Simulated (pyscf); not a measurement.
Four-centre exchange: H₃Si–PH₂ + PH₃ → H₃Si–PH–PH₂ + hydrogen (H₂)

Gas phase, singlet surface, charge 0. Bonds broken: P1–H3, P8–H9. Bonds formed: P1–P8, H3–H9. Optimised with ωB97X-D3(BJ)/def2-SVP in PySCF.

Transition state (Å):

```xyz
11

P     -1.0574    -0.3573     0.8852
Si     0.7681    -0.7773    -0.3484
H     -1.1962     1.3983     0.2789
H     -0.3847     0.5169     1.7991
H      1.8870    -1.2271     0.5330
H      1.2072     0.4301    -1.1070
H      0.4152    -1.8628    -1.3063
P     -2.1080     0.4463    -1.4733
H     -1.4157     1.8066    -0.5120
H     -3.2135     0.7586    -0.6436
H     -2.9814     0.0146    -2.5574
```

One imaginary mode, 1403i cm⁻¹; descent along it reached the two sides named.

```csv
bond,change,reactant side (Å),saddle,product side
P1–H3,breaks,1.426,1.862,4.0
P8–H9,breaks,1.423,1.804,3.1
P1–P8,forms,4.2,2.7,2.224
H3–H9,forms,3.9,0.917,0.761
```

Electronic energies relative to the separated reactants (kcal/mol):

| level | barrier | reaction energy | reverse barrier |
|---|---|---|---|
| ωB97X-D3(BJ)/def2-TZVP | 74.8 | -0.2 | 75.1 |
| PBE/def2-TZVP | 60.9 | +2.2 | 58.7 |
| r²SCAN/def2-TZVP | 66.2 | +1.9 | 64.3 |
| B3LYP-D3(BJ)/def2-TZVP | 68.0 | +2.3 | 65.7 |
| PBE0-D3(BJ)/def2-TZVP | 66.6 | +1.5 | 65.2 |
| M06-2X/def2-TZVP | 73.2 | +1.8 | 71.4 |
| ωB97M-D3(BJ)/def2-TZVP | 74.0 | +3.7 | 70.3 |
| HF/def2-TZVP | 103.5 | +10.2 | 93.3 |

With ωB97M-D3(BJ)/def2-TZVP energies and thermal terms (ideal gas, 1 atm, RRHO with modes under 100 cm⁻¹ raised to 100, one conformer, R ln 2 for chiral ones without a mode under 150 cm⁻¹), in kcal/mol:

| T (K) | ΔH‡ | ΔG‡ | ΔH | ΔG |
|---|---|---|---|---|
| 298 | 72.4 | 83.3 | +2.4 | +4.7 |
| 600 | 72.9 | 94.1 | +3.7 | +6.5 |
| 900 | 73.8 | 104.5 | +4.6 | +7.7 |
| 1200 | 74.7 | 114.6 | +5.2 | +8.6 |

From the product side, H₃Si–PH• + PH₂• + H₂ lies, by one bond made or cut, 7.3 kcal/mol under this saddle at ωB97M-D3(BJ)/def2-TZVP. This is the saddle that the search found; another between the same sides may lie lower.
